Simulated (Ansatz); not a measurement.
# doublet NaO: levels of theory in one basis

```yaml
atoms:
  - { symbol: Na, position_ang: [-0.0100, -0.0131, -1.0596] }
  - { symbol: O, position_ang: [-0.0252, -0.0213, 0.9748] }
```

Basis set: def2-SVP (spherical functions). Correlated methods keep 2 orbitals frozen. Correlation on ROHF uses semicanonical orbitals with singles. Charge 0, multiplicity 2.

Computed with Ansatz (development build ahead of 0.2.0); each method stands on the lowest determinant of its kind that the runs found.

```tsv
method	E − E(ROHF) (eV)	<S²> of the determinant
ROHF	0.00	–
UHF	-0.09	0.76
ROHF-MP2	-4.25	–
UHF-MP2	-4.26	0.76
```

(1) What does ROHF-CCSD(T) give on the same scale?

## Answers

(1) -4.64 eV.
